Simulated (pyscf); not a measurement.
Single points on ωB97X-D3(BJ)/def2-SVP structures (PySCF, gas phase).

Estimate by transition-state theory the rate constant of HCl (SMILES Cl) + HO–GeH(Cl)–Cl (SMILES [OH][GeH]([Cl])[Cl]) → Cl–GeH(Cl)–Cl (SMILES [Cl][GeH]([Cl])[Cl]) + H₂O (SMILES O) (singlet surface; Cl–H, Ge–O broken, Cl–Ge, H–O formed) at 900 K, with ωB97M-D3(BJ)/def2-TZVP energies (ideal gas, 1 atm, RRHO with modes under 100 cm⁻¹ raised to 100, one conformer, R ln 2 for chiral ones without a mode under 150 cm⁻¹; no tunnelling).

The electronic barrier is 12.3 kcal/mol and the thermal terms add +32.9, so ΔG‡ = 45.2 kcal/mol. With k_BT/h = 1.88e+13 s⁻¹ and RT = 1.788 kcal/mol, and a volume of 1.23e-19 cm³ per molecule at 1 atm, k = 2.4e-17 cm³ molecule⁻¹ s⁻¹. Wigner's tunnelling factor for 520i cm⁻¹ would be 1.03. A shift of 1 kcal/mol in the barrier changes k by a factor 1.7. On the reactant side the descent ends in a complex, 5.0 kcal/mol under the separated species and 15.9 kcal/mol under the saddle at ωB97X-D3(BJ)/def2-TZVP. One saddle was located; it need not be the lowest between these sides. Elements up to Kr have no core potential and no relativistic terms here.
